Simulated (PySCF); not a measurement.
PySCF input (M06-2X/6-311+G**):

```python
from pyscf import gto, dft

mol = gto.M(
    atom='''
    C     0.00313871    0.00322016    0.46466816
    C     0.00177110    1.41418985   -0.05949539
    H    -0.00580762    1.46685517   -1.19524775
    H    -0.87855294    1.98317546    0.26908926
    H     0.88819067    1.98046155    0.25717418
    C     1.22363514   -0.70949310   -0.05303159
    H     1.26834455   -0.74770811   -1.18850734
    H     2.15786680   -0.22632205    0.26389091
    H     1.27221630   -1.75500801    0.28046707
    C    -1.22641294   -0.70572957   -0.03650824
    H    -1.28655024   -0.74378352   -1.17127689
    H    -1.27370326   -1.75109721    0.29763699
    H    -2.15479637   -0.21969735    0.29297591
    ''',
    basis='6-311+g**',
    charge=-1,
    spin=0,
    verbose=4,
)

mf = dft.RKS(mol, xc='m062x').density_fit(auxbasis='def2-universal-jkfit')
mf.grids.level = 4
mf.conv_tol = 1e-9
mf.max_cycle = 100
mf.max_memory = 1500
mf.kernel()
if not mf.converged:
    mf = mf.newton()
    mf.kernel(mf.make_rdm1())
mf.dip_moment()
```

Output:

```
PySCF version 2.14.0

[INPUT] verbose = 4
[INPUT] num. atoms = 13
[INPUT] num. electrons = 34
[INPUT] charge = -1
[INPUT] spin (= nelec alpha-beta = 2S) = 0
[INPUT] symmetry False subgroup None
[INPUT] Mole.unit = angstrom
[INPUT] Symbol           X                Y                Z      unit          X                Y                Z       unit  Magmom
[INPUT]  1 C      0.003138710000   0.003220160000   0.464668160000 AA    0.005931302284   0.006085220477   0.878095561206 Bohr   0.0
[INPUT]  2 C      0.001771100000   1.414189850000  -0.059495390000 AA    0.003346893939   2.672431504640  -0.112429992774 Bohr   0.0
[INPUT]  3 H     -0.005807620000   1.466855170000  -1.195247750000 AA   -0.010974811236   2.771954535702  -2.258690898503 Bohr   0.0
[INPUT]  4 H     -0.878552940000   1.983175460000   0.269089260000 AA   -1.660224442531   3.747658476358   0.508505004462 Bohr   0.0
[INPUT]  5 H      0.888190670000   1.980461550000   0.257174180000 AA    1.678437112694   3.742529929732   0.485988766510 Bohr   0.0
[INPUT]  6 C      1.223635140000  -0.709493100000  -0.053031590000 AA    2.312335290994  -1.340747646269  -0.100215181050 Bohr   0.0
[INPUT]  7 H      1.268344550000  -0.747708110000  -1.188507340000 AA    2.396823831085  -1.412963549016  -2.245953369635 Bohr   0.0
[INPUT]  8 H      2.157866800000  -0.226322050000   0.263890910000 AA    4.077777265292  -0.427686690450   0.498681546662 Bohr   0.0
[INPUT]  9 H      1.272216300000  -1.755008010000   0.280467070000 AA    2.404140378208  -3.316484485318   0.530005949259 Bohr   0.0
[INPUT] 10 C     -1.226412940000  -0.705729570000  -0.036508240000 AA   -2.317584572223  -1.333635605307  -0.068990574890 Bohr   0.0
[INPUT] 11 H     -1.286550240000  -0.743783520000  -1.171276890000 AA   -2.431227599093  -1.405547148765  -2.213392538132 Bohr   0.0
[INPUT] 12 H     -1.273703260000  -1.751097210000   0.297636990000 AA   -2.406950325366  -3.309094144390   0.562452395640 Bohr   0.0
[INPUT] 13 H     -2.154796370000  -0.219697350000   0.292975910000 AA   -4.071974993507  -0.415167821793   0.553644230995 Bohr   0.0

nuclear repulsion = 126.542397409153
number of shells = 76
number of NR pGTOs = 212
number of NR cGTOs = 142
basis = 6-311+g**
ecp = {}

******** <class 'pyscf.df.df_jk.DFRKS'> ********
method = DFRKS
initial guess = minao
damping factor = 0
level_shift factor = 0
DIIS = <class 'pyscf.scf.diis.CDIIS'>
diis_start_cycle = 1
diis_space = 8
diis_damp = 0
SCF conv_tol = 1e-09
SCF conv_tol_grad = None
SCF max_cycles = 100
direct_scf = False
XC library pyscf.dft.libxc version 7.1.2
    S. Lehtola, C. Steigemann, M. J. T. Oliveira, and M. A. L. Marques,  SoftwareX 7, 1–5 (2018)
XC functionals = m062x
    Y. Zhao and D. G. Truhlar,  Theor. Chem. Acc. 120, 215 (2008)
    Y. Zhao and D. G. Truhlar,  Theor. Chem. Acc. 120, 215 (2008)
radial grids:
    Treutler-Ahlrichs [JCP 102, 346 (1995); DOI:10.1063/1.469408] (M4) radial grids

becke partition: Becke, JCP 88, 2547 (1988); DOI:10.1063/1.454033
pruning grids: <function nwchem_prune>
grids dens level: 4
symmetrized grids: False
atomic radii adjust function: <function treutler_atomic_radii_adjust>
small_rho_cutoff = 0
Set gradient conv threshold to 3.16228e-05
Initial guess from minao.
tot grids = 255808
******** <class 'pyscf.df.df.DF'> ********
auxbasis = def2-universal-jkfit
init E= -157.970883554473
  HOMO = -0.177520923892516  LUMO = 0.00151178034310462  gap/eV = 4.87173
cycle= 1 E= -157.626677509987  delta_E= 0.344  |g|= 0.575  |ddm|= 3.37
  HOMO = 0.138452832307387  LUMO = 0.169417089610656  gap/eV = 0.84258
cycle= 2 E= -157.305349062548  delta_E= 0.321  |g|= 1.13  |ddm|= 58.2
  HOMO = 0.0107310523494668  LUMO = 0.145083323273037  gap/eV = 3.65591
cycle= 3 E= -157.730053679493  delta_E= -0.425  |g|= 0.132  |ddm|= 53.5
  HOMO = 0.0186867984306964  LUMO = 0.156496352872043  gap/eV = 3.74999
cycle= 4 E= -157.734515483801  delta_E= -0.00446  |g|= 0.0552  |ddm|= 2.66
  HOMO = 0.0162776622976928  LUMO = 0.161108280415405  gap/eV = 3.94104
cycle= 5 E= -157.735406731674  delta_E= -0.000891  |g|= 0.00437  |ddm|= 0.342
  HOMO = 0.0156783887738499  LUMO = 0.160160207315171  gap/eV = 3.93155
cycle= 6 E= -157.735439231458  delta_E= -3.25e-05  |g|= 0.00189  |ddm|= 0.551
  HOMO = 0.0155572988853798  LUMO = 0.159802330375782  gap/eV = 3.92511
cycle= 7 E= -157.735442827138  delta_E= -3.6e-06  |g|= 0.000426  |ddm|= 0.147
  HOMO = 0.0155546529936608  LUMO = 0.159727076370294  gap/eV = 3.92313
cycle= 8 E= -157.735443125442  delta_E= -2.98e-07  |g|= 0.000151  |ddm|= 0.022
  HOMO = 0.0155688195109498  LUMO = 0.159723119370095  gap/eV = 3.92264
cycle= 9 E= -157.735443146488  delta_E= -2.1e-08  |g|= 8.42e-05  |ddm|= 0.00703
  HOMO = 0.0155793828017181  LUMO = 0.159721088225351  gap/eV = 3.92230
cycle= 10 E= -157.735443151622  delta_E= -5.13e-09  |g|= 3.27e-05  |ddm|= 0.00764
  HOMO = 0.0155859625001753  LUMO = 0.159722539311561  gap/eV = 3.92216
cycle= 11 E= -157.735443152435  delta_E= -8.13e-10  |g|= 4.24e-06  |ddm|= 0.00555
  HOMO = 0.0155869879221022  LUMO = 0.159722456803435  gap/eV = 3.92213
Extra cycle  E= -157.735443152451  delta_E= -1.64e-11  |g|= 3.34e-06  |ddm|= 0.000523
converged SCF energy = -157.735443152451

WARN: System has nonzero charge -1; the dipole moment is origin-dependent.
Location of origin: [0. 0. 0.]

Dipole moment(X, Y, Z, Debye): -0.00557, -0.00571, -0.82619
```

The dipole moment of an ion depends on the origin.
